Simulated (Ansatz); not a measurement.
Ansatz (a quantum-chemistry and plane-wave program) input (B3LYP-D3(BJ)/def2-TZVP):

Ansatz 0.2 input:
```yaml
crystal:
  periodic: [false, false, false]
  atoms:
    - {symbol: C, position_ang: [-0.90662125, 0.03356361, 0.01032845]}
    - {symbol: O, position_ang: [-0.65976389, -1.22345915, 0.01905495]}
    - {symbol: O, position_ang: [0.01796517, 0.87372362, -0.00828984]}
    - {symbol: H, position_ang: [-1.92429970, 0.42273406, 0.01867193]}
    - {symbol: C, position_ang: [1.44997031, 0.46407951, -0.02130595]}
    - {symbol: H, position_ang: [1.98517887, 1.40495353, -0.03628633]}
    - {symbol: H, position_ang: [1.64490934, -0.10607014, 0.88265114]}
    - {symbol: H, position_ang: [1.62376902, -0.12272839, -0.91889202]}
    - {symbol: H, position_ang: [-1.45526222, -1.78686349, 0.03359938]}
basis:
  gaussian:
    orbitals: def2-TZVP
hamiltonian:
  xc: b3lyp
  dispersion: d3bj
total_charge: 1
phonons: {temperatures: {t_min: 298.15, t_max: 298.15, t_step: 100}}
```

Output:

```
Functional definition: B3LYP
integrals: 0.05 GiB planned
882 factors; their error is unknown
mean field: 0.58 GiB planned
mean field evaluation 1: about -6232.0154 eV, gradient 8.5e1 eV
mean field evaluation 2: about -6218.9154 eV, gradient 1.2e2 eV
mean field evaluation 4: about -6244.2321 eV, gradient 7.8e0 eV
mean field evaluation 8: about -6244.3207 eV, gradient 4.9e-1 eV
mean field evaluation 16: about -6244.3210 eV, gradient 6.5e-5 eV
mean field -6244.32100752 eV, -229.4745644737 hartree, gradient 6.5e-5 eV, S^2 0.000000; 0 other end points of the search recorded, 0 dependent functions left out
the calculation of the forces begins
reference -6244.32122457 eV, -229.4745724499 hartree; 16, 16 occupied and 138, 138 virtual orbitals, 882 factors
these checks for a lower state are left out or cut short: stability, starts, cluster_reference, orbital_swaps, neighbouring_geometries, increment
integrals: 0.05 GiB planned
882 factors; their error is unknown
mean field: 0.58 GiB planned
mean field -6244.32069208 eV, -229.4745528814 hartree, gradient 2.8e-6 eV, S^2 0.000000; 0 other end points of the search recorded, 0 dependent functions left out
the calculation of the forces begins
reference -6244.32090913 eV, -229.4745608578 hartree; 16, 16 occupied and 138, 138 virtual orbitals, 882 factors
these checks for a lower state are left out or cut short: stability, starts, cluster_reference, orbital_swaps, neighbouring_geometries, increment
integrals: 0.05 GiB planned
882 factors; their error is unknown
mean field: 0.59 GiB planned
mean field evaluation 32: about -6244.3208 eV, gradient 3.0e-6 eV
mean field -6244.32076975 eV, -229.4745557357 hartree, gradient 3.0e-6 eV, S^2 0.000000; 0 other end points of the search recorded, 0 dependent functions left out
the calculation of the forces begins
reference -6244.32098679 eV, -229.4745637118 hartree; 16, 16 occupied and 138, 138 virtual orbitals, 882 factors
these checks for a lower state are left out or cut short: stability, starts, cluster_reference, orbital_swaps, neighbouring_geometries, increment
integrals: 0.05 GiB planned
882 factors; their error is unknown
mean field: 0.58 GiB planned
mean field -6244.32085252 eV, -229.4745587773 hartree, gradient 2.9e-6 eV, S^2 0.000000; 0 other end points of the search recorded, 0 dependent functions left out
the calculation of the forces begins
reference -6244.32106954 eV, -229.4745667526 hartree; 16, 16 occupied and 138, 138 virtual orbitals, 882 factors
these checks for a lower state are left out or cut short: stability, starts, cluster_reference, orbital_swaps, neighbouring_geometries, increment
integrals: 0.05 GiB planned
882 factors; their error is unknown
mean field: 0.58 GiB planned
mean field -6244.32084898 eV, -229.4745586474 hartree, gradient 2.8e-6 eV, S^2 0.000000; 0 other end points of the search recorded, 0 dependent functions left out
the calculation of the forces begins
reference -6244.32106605 eV, -229.4745666247 hartree; 16, 16 occupied and 138, 138 virtual orbitals, 882 factors
these checks for a lower state are left out or cut short: stability, starts, cluster_reference, orbital_swaps, neighbouring_geometries, increment
integrals: 0.05 GiB planned
882 factors; their error is unknown
mean field: 0.58 GiB planned
mean field -6244.32083957 eV, -229.4745583014 hartree, gradient 2.9e-6 eV, S^2 0.000000; 0 other end points of the search recorded, 0 dependent functions left out
the calculation of the forces begins
reference -6244.32105665 eV, -229.4745662791 hartree; 16, 16 occupied and 138, 138 virtual orbitals, 882 factors
these checks for a lower state are left out or cut short: stability, starts, cluster_reference, orbital_swaps, neighbouring_geometries, increment
integrals: 0.05 GiB planned
[...]
these checks for a lower state are left out or cut short: stability, starts, cluster_reference, orbital_swaps, neighbouring_geometries, increment
integrals: 0.05 GiB planned
882 factors; their error is unknown
mean field: 0.59 GiB planned
mean field -6244.32098479 eV, -229.4745636384 hartree, gradient 2.9e-6 eV, S^2 0.000000; 0 other end points of the search recorded, 0 dependent functions left out
the calculation of the forces begins
reference -6244.32120185 eV, -229.4745716150 hartree; 16, 16 occupied and 138, 138 virtual orbitals, 882 factors
these checks for a lower state are left out or cut short: stability, starts, cluster_reference, orbital_swaps, neighbouring_geometries, increment
integrals: 0.05 GiB planned
882 factors; their error is unknown
mean field: 0.59 GiB planned
mean field -6244.32094998 eV, -229.4745623590 hartree, gradient 2.9e-6 eV, S^2 0.000000; 0 other end points of the search recorded, 0 dependent functions left out
the calculation of the forces begins
reference -6244.32116702 eV, -229.4745703349 hartree; 16, 16 occupied and 138, 138 virtual orbitals, 882 factors
these checks for a lower state are left out or cut short: stability, starts, cluster_reference, orbital_swaps, neighbouring_geometries, increment
integrals: 0.05 GiB planned
882 factors; their error is unknown
mean field: 0.58 GiB planned
mean field -6244.32094961 eV, -229.4745623454 hartree, gradient 2.9e-6 eV, S^2 0.000000; 0 other end points of the search recorded, 0 dependent functions left out
the calculation of the forces begins
reference -6244.32116662 eV, -229.4745703205 hartree; 16, 16 occupied and 138, 138 virtual orbitals, 882 factors
these checks for a lower state are left out or cut short: stability, starts, cluster_reference, orbital_swaps, neighbouring_geometries, increment
integrals: 0.05 GiB planned
882 factors; their error is unknown
mean field: 0.58 GiB planned
mean field evaluation 192: about -6244.3310 eV, gradient 1.9e-4 eV
mean field -6244.32096345 eV, -229.4745628542 hartree, gradient 2.9e-6 eV, S^2 0.000000; 0 other end points of the search recorded, 0 dependent functions left out
the calculation of the forces begins
reference -6244.32118053 eV, -229.4745708317 hartree; 16, 16 occupied and 138, 138 virtual orbitals, 882 factors
these checks for a lower state are left out or cut short: stability, starts, cluster_reference, orbital_swaps, neighbouring_geometries, increment
integrals: 0.05 GiB planned
882 factors; their error is unknown
mean field: 0.58 GiB planned
mean field -6244.32100922 eV, -229.4745645359 hartree, gradient 2.9e-6 eV, S^2 0.000000; 0 other end points of the search recorded, 0 dependent functions left out
the calculation of the forces begins
reference -6244.32122627 eV, -229.4745725124 hartree; 16, 16 occupied and 138, 138 virtual orbitals, 882 factors
these checks for a lower state are left out or cut short: stability, starts, cluster_reference, orbital_swaps, neighbouring_geometries, increment
integrals: 0.05 GiB planned
882 factors; their error is unknown
mean field: 0.59 GiB planned
mean field -6244.32096554 eV, -229.4745629307 hartree, gradient 2.9e-6 eV, S^2 0.000000; 0 other end points of the search recorded, 0 dependent functions left out
the calculation of the forces begins
reference -6244.32118258 eV, -229.4745709068 hartree; 16, 16 occupied and 138, 138 virtual orbitals, 882 factors
these checks for a lower state are left out or cut short: stability, starts, cluster_reference, orbital_swaps, neighbouring_geometries, increment
integrals: 0.05 GiB planned
882 factors; their error is unknown
mean field: 0.58 GiB planned
mean field -6244.32097142 eV, -229.4745631468 hartree, gradient 2.9e-6 eV, S^2 0.000000; 0 other end points of the search recorded, 0 dependent functions left out
the calculation of the forces begins
reference -6244.32118847 eV, -229.4745711233 hartree; 16, 16 occupied and 138, 138 virtual orbitals, 882 factors
these checks for a lower state are left out or cut short: stability, starts, cluster_reference, orbital_swaps, neighbouring_geometries, increment
integrals: 0.05 GiB planned
882 factors; their error is unknown
mean field: 0.58 GiB planned
mean field evaluation 224: about -6244.3210 eV, gradient 2.5e-6 eV
mean field -6244.32096499 eV, -229.4745629107 hartree, gradient 2.9e-6 eV, S^2 0.000000; 0 other end points of the search recorded, 0 dependent functions left out
the calculation of the forces begins
reference -6244.32118203 eV, -229.4745708868 hartree; 16, 16 occupied and 138, 138 virtual orbitals, 882 factors
these checks for a lower state are left out or cut short: stability, starts, cluster_reference, orbital_swaps, neighbouring_geometries, increment
integrals: 0.05 GiB planned
882 factors; their error is unknown
mean field: 0.58 GiB planned
mean field -6244.32093568 eV, -229.4745618334 hartree, gradient 2.9e-6 eV, S^2 0.000000; 0 other end points of the search recorded, 0 dependent functions left out
the calculation of the forces begins
reference -6244.32115272 eV, -229.4745698097 hartree; 16, 16 occupied and 138, 138 virtual orbitals, 882 factors
these checks for a lower state are left out or cut short: stability, starts, cluster_reference, orbital_swaps, neighbouring_geometries, increment
integrals: 0.05 GiB planned
882 factors; their error is unknown
mean field: 0.58 GiB planned
mean field -6244.32092218 eV, -229.4745613374 hartree, gradient 2.9e-6 eV, S^2 0.000000; 0 other end points of the search recorded, 0 dependent functions left out
the calculation of the forces begins
reference -6244.32113923 eV, -229.4745693137 hartree; 16, 16 occupied and 138, 138 virtual orbitals, 882 factors
these checks for a lower state are left out or cut short: stability, starts, cluster_reference, orbital_swaps, neighbouring_geometries, increment
integrals: 0.05 GiB planned
882 factors; their error is unknown
mean field: 0.58 GiB planned
mean field -6244.32089139 eV, -229.4745602057 hartree, gradient 2.8e-6 eV, S^2 0.000000; 0 other end points of the search recorded, 0 dependent functions left out
the calculation of the forces begins
reference -6244.32110836 eV, -229.4745681794 hartree; 16, 16 occupied and 138, 138 virtual orbitals, 882 factors
these checks for a lower state are left out or cut short: stability, starts, cluster_reference, orbital_swaps, neighbouring_geometries, increment
integrals: 0.05 GiB planned
882 factors; their error is unknown
mean field: 0.59 GiB planned
mean field -6244.32092156 eV, -229.4745613146 hartree, gradient 2.9e-6 eV, S^2 0.000000; 0 other end points of the search recorded, 0 dependent functions left out
the calculation of the forces begins
reference -6244.32113867 eV, -229.4745692934 hartree; 16, 16 occupied and 138, 138 virtual orbitals, 882 factors
these checks for a lower state are left out or cut short: stability, starts, cluster_reference, orbital_swaps, neighbouring_geometries, increment
integrals: 0.05 GiB planned
882 factors; their error is unknown
mean field: 0.58 GiB planned
mean field evaluation 256: about -6244.3307 eV, gradient 4.7e-1 eV
mean field -6244.32098581 eV, -229.4745636757 hartree, gradient 2.8e-6 eV, S^2 0.000000; 0 other end points of the search recorded, 0 dependent functions left out
the calculation of the forces begins
reference -6244.32120289 eV, -229.4745716534 hartree; 16, 16 occupied and 138, 138 virtual orbitals, 882 factors
these checks for a lower state are left out or cut short: stability, starts, cluster_reference, orbital_swaps, neighbouring_geometries, increment
integrals: 0.05 GiB planned
882 factors; their error is unknown
mean field: 0.58 GiB planned
mean field -6244.32096291 eV, -229.4745628341 hartree, gradient 2.9e-6 eV, S^2 0.000000; 0 other end points of the search recorded, 0 dependent functions left out
the calculation of the forces begins
reference -6244.32117992 eV, -229.4745708090 hartree; 16, 16 occupied and 138, 138 virtual orbitals, 882 factors
Total energy: -6244.52691409 eV, -229.4821314005 hartree
Atom 0 at    -0.906621     0.033564     0.010328 Å, force    -0.001977     0.000381     0.000020 eV/Å
Atom 1 at    -0.659764    -1.223459     0.019055 Å, force     0.001303    -0.000120    -0.000014 eV/Å
Atom 2 at     0.017965     0.873724    -0.008290 Å, force     0.001748    -0.000982    -0.000011 eV/Å
Atom 3 at    -1.924300     0.422734     0.018672 Å, force    -0.000167    -0.000013     0.000002 eV/Å
Atom 4 at     1.449970     0.464080    -0.021306 Å, force    -0.000125    -0.000162     0.000003 eV/Å
Atom 5 at     1.985179     1.404954    -0.036286 Å, force    -0.000544    -0.000500     0.000011 eV/Å
Atom 6 at     1.644909    -0.106070     0.882651 Å, force    -0.000089     0.000422    -0.000698 eV/Å
Atom 7 at     1.623769    -0.122728    -0.918892 Å, force    -0.000073     0.000435     0.000692 eV/Å
Atom 8 at    -1.455262    -1.786863     0.033599 Å, force    -0.000077     0.000539    -0.000004 eV/Å
Dipole moment:    -0.448237    -0.281117     0.007859 e Å
Vibrations: 93.21 271.92 367.60 664.04 718.60 808.41 1052.28 1148.91 1163.82 1220.63 1352.79 1418.95 1457.95 1467.89 1484.96 1707.66 3086.90 3162.08 3188.65 3222.42 3682.76 cm⁻¹, zero-point energy 2.029771 eV
```

It need not be the lowest isomer of its formula.
